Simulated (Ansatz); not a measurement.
Molecular dynamics of CH4NO, charge +1

input.yaml

```yaml
crystal:
  periodic: [false, false, false]
  atoms:
    - { symbol: "N", position_ang: [-0.790755, 0.088678, -0.318418] }
    - { symbol: C, position_ang: [0.307795, 0.339069, 0.299172] }
    - { symbol: O, position_ang: [1.303464, -0.433818, 0.390138] }
    - { symbol: H, position_ang: [-0.968749, -0.775573, -0.80461] }
    - { symbol: H, position_ang: [-1.52644, 0.775424, -0.331725] }
    - { symbol: H, position_ang: [0.425745, 1.293706, 0.800492] }
    - { symbol: H, position_ang: [1.24894, -1.287496, -0.035048] }
total_charge: 1
basis:
  gaussian: { orbitals: def2-SVP }
hamiltonian:
  xc: hf
md:
  timestep: 0.5
  n_steps: 600
  ensemble: nve
  temperature: 300.0
  initial_velocities: maxwell_boltzmann
  seed: 74622
scf:
  lower_state_search: "off"
```

Launched with:

```bash
$ ansatz run input.yaml --threads 1 --pin off --max-ram 2048MiB --backend cpu --events-out ev --progress --plain --runs-dir out
```

It starts from a relaxed structure.

Output, in part (step lines, the closing report, with atoms numbered from 0; the dipole of an ion depends on the origin):

```
md step     0: t =     0.00 fs  T =   300.0 K  F+E_penalty+E_count = -4602.62213278 eV  E_kin = 0.193890 eV  conserved = -4602.42824278 eV  (27 SCF iters)
md step     1: t =     0.50 fs  T =   275.7 K  F+E_penalty+E_count = -4602.60618722 eV  E_kin = 0.178193 eV  conserved = -4602.42799375 eV  (16 SCF iters)
md step     2: t =     1.00 fs  T =   212.9 K  F+E_penalty+E_count = -4602.56439950 eV  E_kin = 0.137590 eV  conserved = -4602.42680985 eV  (16 SCF iters)
md step     3: t =     1.50 fs  T =   140.0 K  F+E_penalty+E_count = -4602.51573908 eV  E_kin = 0.090479 eV  conserved = -4602.42525963 eV  (16 SCF iters)
md step     4: t =     2.00 fs  T =    92.3 K  F+E_penalty+E_count = -4602.48406072 eV  E_kin = 0.059679 eV  conserved = -4602.42438144 eV  (17 SCF iters)
md step     5: t =     2.50 fs  T =    89.6 K  F+E_penalty+E_count = -4602.48271155 eV  E_kin = 0.057912 eV  conserved = -4602.42479984 eV  (17 SCF iters)
md step     6: t =     3.00 fs  T =   122.9 K  F+E_penalty+E_count = -4602.50549166 eV  E_kin = 0.079400 eV  conserved = -4602.42609122 eV  (16 SCF iters)
md step     7: t =     3.50 fs  T =   163.1 K  F+E_penalty+E_count = -4602.53269334 eV  E_kin = 0.105430 eV  conserved = -4602.42726351 eV  (16 SCF iters)
[... lines left out ...]
md step   597: t =   298.50 fs  T =   128.8 K  F+E_penalty+E_count = -4602.50922310 eV  E_kin = 0.083264 eV  conserved = -4602.42595957 eV  (16 SCF iters)
md step   598: t =   299.00 fs  T =   190.6 K  F+E_penalty+E_count = -4602.55020967 eV  E_kin = 0.123193 eV  conserved = -4602.42701669 eV  (16 SCF iters)
md step   599: t =   299.50 fs  T =   235.3 K  F+E_penalty+E_count = -4602.57965225 eV  E_kin = 0.152061 eV  conserved = -4602.42759116 eV  (16 SCF iters)
md step   600: t =   300.00 fs  T =   248.1 K  F+E_penalty+E_count = -4602.58788084 eV  E_kin = 0.160336 eV  conserved = -4602.42754476 eV  (16 SCF iters)
Total energy: -4602.58788084 eV, -169.1419848749 hartree
Atom 0 at    -0.786809     0.085288    -0.315185 Å, force    -0.499206     0.952545     0.159209 eV/Å
Atom 1 at     0.313000     0.338154     0.291047 Å, force    -0.376451     0.129634     0.091587 eV/Å
Atom 2 at     1.296115    -0.434018     0.395576 Å, force     0.494612    -0.233231    -0.182871 eV/Å
Atom 3 at    -0.948430    -0.764266    -0.815970 Å, force    -0.286230    -0.295235    -0.186169 eV/Å
Atom 4 at    -1.522041     0.794449    -0.277614 Å, force     0.380963    -0.679648    -0.272035 eV/Å
Atom 5 at     0.413521     1.291178     0.773972 Å, force     0.151909     0.357974     0.318683 eV/Å
Atom 6 at     1.236227    -1.254123    -0.085698 Å, force     0.134405    -0.232040     0.071595 eV/Å
Dipole moment:    -0.494059    -0.018658    -0.266655 e Å
```

The steps, from the saved trajectory:

```tsv
time (fs)	T (K)	potential energy less start (eV)	conserved less start (meV/atom)
0	300	0.000	0.00
10	169	0.086	0.27
20	101	0.132	0.47
30	148	0.100	0.22
40	149	0.099	0.22
50	100	0.131	0.36
60	132	0.111	0.39
70	189	0.073	0.28
80	203	0.064	0.23
90	176	0.082	0.25
100	93	0.136	0.37
110	56	0.161	0.45
120	129	0.113	0.26
130	191	0.072	0.23
140	165	0.090	0.35
150	188	0.075	0.36
160	221	0.053	0.22
170	166	0.088	0.21
180	94	0.136	0.39
190	72	0.151	0.43
200	118	0.120	0.30
210	184	0.077	0.22
220	219	0.054	0.23
230	170	0.086	0.34
240	123	0.117	0.41
250	165	0.089	0.27
260	170	0.085	0.15
270	100	0.132	0.35
280	83	0.144	0.50
290	195	0.069	0.18
300	248	0.034	0.10
```

The run went to its last step. The conserved energy stayed within 0.56 meV per atom of its start (net change 0.1 meV per atom), so the integration is sound. Over the second half the temperature averaged 0.50 of the 300 K drawn at the start: a run that starts near a minimum puts about half its kinetic energy into the potential. A run of 0.3 ps of so small a system gives no equilibrium averages.

The same pairs are bonded in the first frame and the last. Pairs count as bonded within 1.25 times the sum of covalent radii (0.12 Å more for H–H).

Last frame:

```xyz
7
Properties=species:S:1:pos:R:3
N -0.787 0.085 -0.315
C 0.313 0.338 0.291
O 1.296 -0.434 0.396
H -0.948 -0.764 -0.816
H -1.522 0.794 -0.278
H 0.413 1.291 0.774
H 1.236 -1.254 -0.086
```

Run time: 4.7 min on 1 thread of Arm Neoverse V1 (shared host), peak memory 0.09 GiB.
